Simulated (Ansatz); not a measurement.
## doublet LiO: levels of theory in one basis

```xyz
2

Li    0.0000    0.0000    0.0000
O     0.0000    0.0000    1.6880
```

Basis set: def2-SVP (spherical functions). Correlated methods keep 1 orbital frozen. Correlation on ROHF uses semicanonical orbitals with singles. Charge 0, multiplicity 2.

Computed with Ansatz (development build ahead of 0.2.0); each method stands on the lowest determinant of its kind that the runs found.

| method | E − E(ROHF) (eV) | <S²> of the determinant |
| --- | --- | --- |
| ROHF | 0.00 | – |
| UHF | -0.09 | 0.76 |
| ROHF-MP2 | -4.24 | – |
| UHF-MP2 | -4.24 | 0.76 |

Task: What does ROHF-CCSD(T) give on the same scale?

Result: -4.62 eV.

Task: Is a single determinant a sound starting point here?

Result: By this sign, yes. Unrestricted orbitals gain 0.09 eV and <S²> is 0.76 against 0.75 for a pure state.
